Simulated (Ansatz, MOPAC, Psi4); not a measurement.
Species: C4H3S, net charge 0, doublet state. SMILES: c1ccs[c]1
Geometry from a B3LYP-D3(BJ)/def2-TZVP (Ansatz, a quantum-chemistry and plane-wave program) optimisation:
```
C
C 1 1.3640
H 2 1.0779 1 128.44
H 1 1.0810 2 123.37 3 0.00
C 1 1.4347 4 123.22 2 180.00
C 5 1.3507 1 109.40 4 -180.00
H 5 1.0793 6 125.82 1 180.00
S 6 1.7006 5 115.76 7 -180.00
```
Charge 0, spin multiplicity 2.

Quantity: size of the dipole moment, in D. Conventions: six Cartesian d functions in 6-31G* and its kin unless marked 5d; LANL2DZ with its own core potentials from Na on; UHF or UKS for open shells; dispersion terms only where a functional's name holds one; non-relativistic; spin-orbit terms left out; 6-311+G** with 5d, 6d on Na to Ar in Ansatz. First-principles rows: single points at B3LYP-D3(BJ) geometries (Ansatz). Semi-empirical rows: dipoles at the shared geometry.

```csv
level,program,size of the dipole moment (D)
AM1,MOPAC,1.12
B3LYP/STO-3G,Ansatz,0.62
B3LYP/LANL2DZ,Ansatz,1.40
B3LYP/6-31G,Ansatz,1.35
B3LYP/6-31G*,Ansatz,1.15
B3LYP/def2-SVP,Ansatz,1.04
B3LYP/cc-pVDZ,Ansatz,1.05
PBE0/6-311+G**,Ansatz,1.17
wB97X-D/6-31G*,Psi4,1.22
```

No value to compare with is used here. The 9 habitual levels span 0.62 (B3LYP/STO-3G) to 1.40 D (B3LYP/LANL2DZ).

The levels are drawn from those run, B3LYP/6-31G* more often than the rest, none by its result; runs whose electronic state is in doubt are left out.
